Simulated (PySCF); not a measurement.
Fill in the blanks.

C₃HCl₃.
SMILES: `C#CC(Cl)(Cl)Cl`

| property | level | value |
| --- | --- | --- |
| point group of the GFN2-xTB geometry | GFN2-xTB | C3v |
| rotational constants A, B, C of the GFN2-xTB geometry | GFN2-xTB | 1.712, 1.644, 1.643 GHz |
| dipole moment | B3LYP/def2-SVPD | ? |
| HOMO energy | B3LYP/def2-SVPD | -8.54 eV |
| LUMO energy | B3LYP/def2-SVPD | -1.47 eV |
| lowest singlet excitation | TDDFT B3LYP/def2-SVPD | ? |
| lowest triplet excitation (Tamm–Dancoff) | TDA B3LYP/def2-SVPD | 4.82 eV |
| static isotropic polarisability | B3LYP/def2-SVPD | ? |
| electronic spatial extent ⟨r²⟩ about the centre of nuclear charge | B3LYP/def2-SVPD | 939 bohr² |
| 13C chemical shifts (computed TMS as zero) by class | GIAO PBE0/pcSseg-1 | 102.7 (1 C), 92.8 (1 C), 83.8 (1 C) ppm |
| 1H chemical shifts (computed TMS as zero) by class | GIAO PBE0/pcSseg-1 | ? |
| isotropic shieldings of nuclei other than C and H, by class | GIAO PBE0/pcSseg-1 | ? |

Electronic properties: PySCF, gas phase, density fitting. The shieldings hold no spin–orbit term; for a carbon that bears several chlorines this term is known to matter.

Q: What is the static isotropic polarisability?

A: 78.1 au.

Q: What are the 1H chemical shifts (computed TMS as zero) by class?

A: 3.38 (1 H) ppm.

Q: What is the lowest singlet excitation?

A: 5.68 eV (218 nm, f = 0.000).

Q: The dipole moment?

A: 1.79 D.

Q: Give the isotropic shieldings of nuclei other than C and H, by class.

A: 390 (3 Cl) ppm.

The rotational constants are those of a prolate symmetric top; the small spread among constants that symmetry makes equal is optimisation noise. In atomic units the dipole is 0.70 e·bohr (1 au = 2.5417 D). A dipole of 1.79 D is allowed in C3v, and pure rotational transitions are dipole-allowed.
